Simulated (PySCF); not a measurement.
Molecule: SMILES Fc1ccco1, C$_{4}$H$_{3}$FO.

Bonds (- single, = double, # triple, : aromatic): F1-C2, C2:C3, C3:C4, C4:C5, C5:O6, O6:C2. C3 carries H7; C4 carries H8; C5 carries H9.

Frames of a GFN2-xTB Langevin trajectory at 300 K; GIAO PBE0/pcSseg-1 shieldings in PySCF, gas phase, non-relativistic; equivalent atoms averaged within each frame.

References, each an isolated molecule treated in the same way: CFCl3 for $^{19}$F (170.95 ppm); $^{13}$C (186.93 ppm), $^{1}$H (31.72 ppm) vs TMS; $^{17}$O (336.08 ppm) vs H2O. The references are static minima.

Task: How do the shifts (ppm) fluctuate along the trajectory?

Result: 
```
         time (fs)      F1     C2     C5     C4    C3     O6    H9    H8    H7
optimised geometry  -119.4  168.8  136.1  118.2  89.5  286.4  6.97  6.62  5.74
               250   -96.1  169.7  143.3  123.4  87.9  291.3  7.27  6.57  6.03
               425  -122.5  176.7  140.7  118.0  97.1  300.1  7.19  6.99  6.06
               625  -122.0  165.1  135.8  132.1  95.6  288.9  7.76  7.40  5.65
               800  -125.7  168.8  139.4  126.1  93.1  287.9  7.80  6.97  6.20
              1000   -98.3  174.8  138.5  114.2  94.9  303.9  7.02  6.45  5.56
    mean of frames  -112.9  171.0  139.5  122.8  93.7  294.4  7.41  6.88  5.90
standard deviation    14.4    4.7    2.7    7.0   3.6    7.2  0.35  0.38  0.28
```

5 frames give an uncertainty of the mean of about the standard deviation over 2.2 at best, since frames this close in time may not be independent; classical motion lacks zero-point vibration, and the reference would need the same averaging.
